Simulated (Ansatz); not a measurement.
A nudged elastic band was laid between two geometries of BH3O + FH (7 atoms, charge 0, multiplicity 1).

All numbers below come from RKS BHLYP-D4/cc-pVDZ in Ansatz 0.2.0.

- movable images: 7
- climbing image: yes
- spring: 5.0 eV/Å²
- optimiser: quadratic models (default)
- start path: through a guess of the saddle point
- force threshold: 0.03 eV/Å
- iteration limit: 60
- end points: relaxed

First end point:

```xyz
7
Properties=species:S:1:pos:R:3
B -0.161 -0.442 -0.032
O -0.464 0.181 1.131
H -1.103 -0.273 1.677
H 0.633 0.102 -0.737
H -0.686 -1.485 -0.304
F 0.723 2.523 1.467
H 0.270 1.717 1.446
```

Last end point:

```xyz
7
Properties=species:S:1:pos:R:3
B -0.027 0.295 -0.088
O -0.101 -0.006 1.632
H -0.997 0.177 1.927
H 1.139 0.067 -0.291
H -0.869 -0.480 -0.469
F -0.386 1.625 -0.133
H 0.456 0.645 2.069
```

Question: Which bonds break or form, and what moves?

Answer: Bonds broken: F6–H7. Bonds formed: B1–F6, O2–H7. BH3O + FH becomes BFH4O.

Question: What energy profile does the band end with?

Answer: The forces met the threshold. The highest image is number 5 of 0 to 8, 72.1 kJ/mol above the first end and 93.5 kJ/mol above the last; the last end lies 21.4 kJ/mol below the first. A vibrational analysis at the climbing image gives one clearly imaginary mode, 1148i cm⁻¹: a first-order saddle point. The orbitals stay closed-shell, which can raise the energy where a bond breaks towards radicals; this wasn't checked here.

```tsv
image	path coordinate (Å)	energy (kJ/mol)	F6–H7 (Å)	B1–F6 (Å)	O2–H7 (Å)
0	0.00	0.0	0.92	3.44	1.73
1	0.58	1.7	0.92	3.29	1.74
2	1.17	4.9	0.92	3.08	1.79
3	1.75	7.8	0.92	2.76	1.88
4	2.33	20.0	0.93	2.23	1.76
5	2.92	72.1	1.12	1.67	1.25
6	3.47	-6.8	1.76	1.42	0.98
7	4.03	-20.4	2.31	1.38	0.96
8	4.59	-21.4	2.55	1.38	0.96
```

Question: What is the geometry of the highest image?

Answer: 
```xyz
7
Properties=species:S:1:pos:R:3:forces:R:3
B 0.040 0.065 0.130 0.00 -0.01 0.00
O -0.039 0.024 1.635 0.01 -0.01 0.00
H -0.895 -0.267 1.948 0.00 0.01 -0.01
H 1.125 -0.195 -0.288 0.00 0.00 0.00
H -0.964 -0.263 -0.431 0.00 0.00 0.00
F -0.003 1.720 0.324 0.00 0.01 0.00
H -0.050 1.238 1.330 0.00 0.00 0.00
```

Question: What are the harmonic wavenumbers there?

Answer: 1148i, 537, 635, 763, 828, 852, 939, 1135, 1231, 1284, 1316, 2033, 2662, 2766, 3966 cm⁻¹.

The band took 14 iterations and about 110 core-seconds.

Run time: 120 s on 1 thread of Intel(R) Xeon(R) Platinum 8488C (Sapphire Rapids), with other jobs on the host, peak memory 0.13 GiB.
